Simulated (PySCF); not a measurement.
# C5H12O: the cost of one run

Computed with PySCF 2.14.0, with density-fitted response routines of our own, on a single molecule in the gas phase. Atoms are numbered from 0 throughout.

**1. The molecule as given**

18 atoms, charge 0, multiplicity 1; geometry from: MMFF94s.

Bonds of the start (Å): C0–O1 1.42, O1–C2 1.44, C2–C3 1.53, C2–C4 1.54, C2–C5 1.53, C0–H6 1.09, C0–H7 1.09, C0–H8 1.09, C3–H9 1.10, C3–H10 1.10, C3–H11 1.10, C4–H12 1.10, C4–H13 1.10, C4–H14 1.10, C5–H15 1.10, C5–H16 1.10, C5–H17 1.10.

**2. Optimising the geometry at PBE0-D3(BJ)/def2-SVP**

What the job is given:

```
{"job": {"xc": "PBE0", "basis": "def2-SVP", "d3": "d3bj", "grid": 1, "kind": "geom"}, "charge": 0, "multiplicity": 1}
C      2.072081     0.410281     0.334905
O      0.773937     0.526159     0.896764
C     -0.320119     0.018641     0.117997
C     -0.190525    -1.490703    -0.119224
C     -1.571574     0.279645     0.968564
C     -0.461504     0.769455    -1.211469
H      2.347289    -0.635548     0.178907
H      2.783826     0.839372     1.046253
H      2.154475     0.972652    -0.598253
H     -1.101620    -1.905448    -0.563950
H      0.638761    -1.721831    -0.796110
H      0.010123    -2.017339     0.820468
H     -1.493602    -0.222046     1.940230
H     -2.482698    -0.069777     0.471577
H     -1.682036     1.349548     1.180725
H      0.367120     0.543842    -1.891021
H     -0.453927     1.853197    -1.050009
H     -1.390008     0.499902    -1.726356
```

Launch:

```bash
> OMP_NUM_THREADS=1 python probes_run.py task.json out
```

The driver reads the jobs from task.json and runs them one after another.

**Question.** How long does this first job take on 1 thread of Arm Neoverse V1, shared host, and how much memory does it need?

About 73 s, with a peak of 0.57 GiB.
